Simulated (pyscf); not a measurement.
Optimised with ωB97X-D3(BJ)/def2-SVP in PySCF.

### Question
How much does it cost (ΔH, 298 K, ωB97M-D3(BJ)/def2-TZVP) to split O=CH–O–Al(OH)–OH at its C–O bond into •HC=O + •O–Al(OH)–OH?

### Answer
C–O to •HC=O + •O–Al(OH)–OH: 112.6 kcal/mol. The 7 functionals that were run give +109.4 (B3LYP-D3(BJ)) to +115.7 kcal/mol (M06-2X). The radicals are drawn with the spin at the cut bond; how far it spreads was not checked. Other isomers of •O–Al(OH)–OH were not searched in full and may lie lower.
